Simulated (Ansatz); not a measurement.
Job for Ansatz (an electronic-structure program): R-CCSD(T)/cc-pVDZ on F_anion (SMILES [F-]). Charge -1.

Ansatz 0.2 input:
```yaml
crystal:
  periodic: [false, false, false]
  atoms:
    - {symbol: F, position_ang: [0.00000000, 0.00000000, 0.00000000]}
basis:
  gaussian:
    orbitals: cc-pVDZ
total_charge: -1
magnetization: {spin_polarized: false}
correlation: {method: ccsd_t, electrons: outside_noble_gas}
scf: {lower_state_search: off}
```

Q: Give the final energy of this run.

A: -99.5585 hartree (reference determinant -99.3660, T1 diagnostic 0.001).
